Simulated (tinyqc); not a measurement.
Worked calculation: Pariser-Parr-Pople SCF with singles CI, for the molecule O=CC=O (SMILES; centres numbered as the heavy atoms are written). One step of it, computed by the program tinyqc.

Task: Iteration 2: Fock matrix. F_rr = H_rr + P_rr gamma_rr / 2 + sum_(s != r) P_ss gamma_rs; F_rs = H_rs - P_rs gamma_rs / 2; E = tr P (H + F) / 2 + core repulsion sum_(r<s) z_r z_s gamma_rs.

P after iteration 1:
```
           1O        2C        3C         4O
1O   1.192375  0.901217  0.068789  -0.354558
2C   0.901217  0.807625  0.354558   0.068789
3C   0.068789  0.354558  0.807625   0.901217
4O  -0.354558  0.068789  0.901217   1.192375
```

core matrix H (eV):
```
            1O          2C          3C          4O
1O  -34.981510   -2.810000    0.000000    0.000000
2C   -2.810000  -32.230856   -2.680000    0.000000
3C    0.000000   -2.680000  -32.230856   -2.810000
4O    0.000000    0.000000   -2.810000  -34.981510
```

repulsion gamma_rs (eV):
```
           1O         2C         3C         4O
1O  15.200000   8.102761   5.413077   3.765672
2C   8.102761  11.130000   7.555018   5.413077
3C   5.413077   7.555018  11.130000   8.102761
4O   3.765672   5.413077   8.102761  15.200000
```

Centres (angstrom, eV; a flat drawing with bonds scaled to 1.40 angstrom):
```
centre          x          y  core charge z          W   gamma_rr
1O       1.848000  -0.127000              1  17.700000  15.200000
2C       0.559000   0.421000              1  11.160000  11.130000
3C      -0.559000  -0.421000              1  11.160000  11.130000
4O      -1.848000   0.127000              1  17.700000  15.200000
```

Give: F; pi energy.

Result:

F (eV):
```
          1O       2C       3C        4O
1O  -10.5136  -6.4612  -0.1862    0.6676
2C   -6.4612  -5.5189  -4.0193   -0.1862
3C   -0.1862  -4.0193  -5.5189   -6.4612
4O    0.6676  -0.1862  -6.4612  -10.5136
```

pi energy = -65.7308 eV
